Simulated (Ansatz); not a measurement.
## HAl–C–O, triplet: reading a ladder of total energies

Geometry: a PBE0/def2-TZVP stationary point for this spin, not checked as a minimum.

```csv
atom,x (Å),y (Å),z (Å)
Al,0.0000,-0.1061,1.2725
C,0.0000,0.0837,-0.6437
O,0.0000,0.0363,-1.7922
H,0.0000,1.2690,2.0556
```

Basis cc-pVDZ; Ansatz 0.2.0. Correlated methods freeze the noble-gas cores, which leaves 14 electrons in 44 orbitals. R marks a restricted (for open shells ROHF) determinant, U an unrestricted one.

Full CI isn't at hand for all of this; UCCSDT(Q) serves as the reference, and is uncertain by about the last step of the cluster series.

Runs differ by some tens of microhartree through their thresholds and, for an open shell, their frozen cores, so steps under 0.03 kcal/mol mean nothing.

| level | total energy (hartree) |
| --- | --- |
| UHF | -355.180059 |
| UMP2 | -355.519524 |
| UCCSD | -355.537947 |
| UCCSD(T) | -355.551637 |
| UCCSDT | -355.552793 |
| UCCSDT(Q) | -355.554234 |

Q: What is the correlation energy at UCCSDT(Q), and what share of it do UMP2 and UCCSD(T) recover?

A: E(corr) = -355.554234 − (-355.180059) = -0.374175 hartree = -10.182 eV. UMP2: -0.339465 / -0.374175 = 90.72 %. UCCSD(T): -0.371578 / -0.374175 = 99.31 %.

Q: By how many kcal/mol does UCCSD(T) miss UCCSDT(Q) (1 hartree = 627.509 kcal/mol), and which steps make up the rest?

A: -355.551637 − (-355.554234) = 0.002597 hartree = 1.63 kcal/mol. Steps: UCCSDT − UCCSD(T) = -0.73, UCCSDT(Q) − UCCSDT = -0.90 kcal/mol. Differences between like states or geometries often cancel part of this.
